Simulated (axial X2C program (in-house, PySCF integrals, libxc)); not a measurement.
## Working with the constants of Cl₂⁻

A bond curve at the PBE0 level, two-component, was computed with an in-house relativistic program for diatomic molecules (basis Cl dyall-av3z [9s8p3d2f] (cores contracted in-house)) for the state Ω = 1/2 (⟨Sz⟩ = 0.50, ⟨Lz⟩ = 0.00 at PBE0). Its fit gives Re = 2.6312 Å, ωe = 227.6 cm⁻¹, ωexe = 2.17 cm⁻¹ and αe = 1.432e-03 cm⁻¹; the masses are 34.9689 and 34.9689 u. Two-component means X2C with spin–orbit coupling and atomic mean-field Coulomb and Gaunt terms.

(1) Find the reduced mass, Be and the force constant.

(2) Estimate De from a Morse curve and compare with the computed well depth of 1.531 eV to Cl- + Cl.

(3) Estimate the centrifugal constant by the Kratzer relation.

(4) Where do the fundamental and the first overtone lie?

(5) A Morse curve ties αe to the other constants (Pekeris). How well does that hold?

One determinant describes the state; a PBE0 search over occupations chose it and may have missed a lower one. Dissociation energies refer to the lowest single-determinant-based atoms at the same level and basis. Density functionals use the spin component along the axis (collinear). In 2c an atomic determinant is not the ground J level, so De misses part of the atomic spin–orbit lowering. This holds for PBE0. Without a current term, density functionals place determinants with orbital angular momentum somewhat too high. The levels of this run spread widely (ωe from 198 to 269 cm⁻¹), so these constants depend on the method.

Answers

(1) From the PBE0 values: μ = 17.4844 u. Be = 16.8576/(μ Re²) = 0.1393 cm⁻¹. k = 5.8918×10⁻⁷ μ ωe² = 0.534 mdyn/Å.

(2) De(Morse) = ωe²/(4ωexe) = 0.740 eV against 1.531 eV computed, a ratio of 0.48. The extrapolation falls short: long-range attraction (ionic or ion–induced dipole) or a change of character along the curve can cause this.

(3) D = 4Be³/ωe² = 2.09e-07 cm⁻¹.

(4) ν(1←0) = ωe − 2ωexe = 223.3 cm⁻¹; ν(2←0) = 2ωe − 6ωexe = 442.2 cm⁻¹.

(5) αe(Morse) = 6Be²/ωe × (√(ωexe/Be) − 1) = 1.507e-03 cm⁻¹; the PBE0 curve gives 1.432e-03 cm⁻¹, a ratio of 1.05.
